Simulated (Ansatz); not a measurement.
Input file:

```yaml
crystal:
  periodic: [false, false, false]
  atoms:
    - {symbol: O, position_ang: [-1.140372, -0.029165, 0.000000]}
    - {symbol: H, position_ang: [-1.389682, 0.897410, 0.000000]}
    - {symbol: H, position_ang: [-0.180843, -0.029165, 0.000000]}
    - {symbol: N, position_ang: [1.415628, -0.029165, 0.000000]}
basis:
  gaussian: {orbitals: cc-pVTZ}
magnetization: {spin_polarized: false, initial_magnetization: 3}
correlation: {method: sc_nevpt2, electrons: outside_noble_gas, active_space: {window: {electrons: 5, orbitals: 5}}}
```

```sh
$ ansatz run in.yaml --threads 2 --pin off --events-out ev --progress --plain --max-ram 16896MiB --backend cuda --devices 0, --max-vram 18GiB
```

Log:

```
523 factors; integrals over basis functions are off by at most 1.1e-3 eV
mean field evaluation 1: about -3546.0839 eV, gradient 3.5e1 eV
mean field evaluation 2: about -3546.0860 eV, gradient 3.5e1 eV
mean field evaluation 4: about -3549.2797 eV, gradient 3.5e0 eV
mean field evaluation 8: about -3549.3429 eV, gradient 7.8e-2 eV
mean field -3549.34295619 eV, -130.4359478091 hartree, gradient 2.8e-6 eV, S^2 3.750000; 0 other end points of the search recorded, 0 dependent functions left out
reference -3549.34295619 eV, -130.4359478091 hartree; 10, 7 occupied and 78, 81 virtual orbitals, 523 factors
state -3549.91399726 eV, -130.4569331812 hartree
state -3549.91399726 eV, -130.4569331812 hartree; corrected -3559.27436288 eV, -130.8009202729 hartree
Total energy: -3559.27436288 eV, -130.8009202729 hartree
```

For the same geometry and basis UCCSDT(Q) lies 967.0 meV lower.

Ran on 2 threads of AMD EPYC 7R13 with a shared H100 80 GB, shared host: 2.5 s wall, 0.81 GiB peak host memory.
